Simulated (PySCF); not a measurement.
**BH₂⁺: bend–stretch map**

Method: PBE0/[B def2-TZVP, H def2-TZVP], no relativity, density fitting, PySCF.

Rigid scan from the singlet minimum (B–H 1.179 Å (×2); H–B–H 180.0°). Coordinate: rows scale both bonds, columns set the H–B–H angle. Energies in kJ/mol from the minimum.

```csv
scale \ angle,90,105,120,135,150,165,180
0.94,308.0,211.6,137.2,81.9,?,21.6,14.3
0.97,292.6,?,124.2,69.9,32.5,10.6,3.4
1.00,284.6,?,118.8,65.4,28.6,7.1,0.0
1.03,282.8,190.5,119.6,67.2,31.1,9.9,3.0
1.06,286.1,195.3,125.6,74.2,38.8,18.1,?
1.10,?,208.2,140.3,90.3,55.8,35.7,29.0
```

Question: Fill in the five missing cells, row by row.

Answer: 43.9, 197.6, 190.9, 11.3, 297.1.

The bond scale of lowest energy on the grid is 1.03 at 90°, 1.03 at 105°, 1.00 at 120°, 1.00 at 135°, 1.00 at 150°, 1.00 at 165°, 1.00 at 180°.

Other isomers or separated fragments may lie lower.
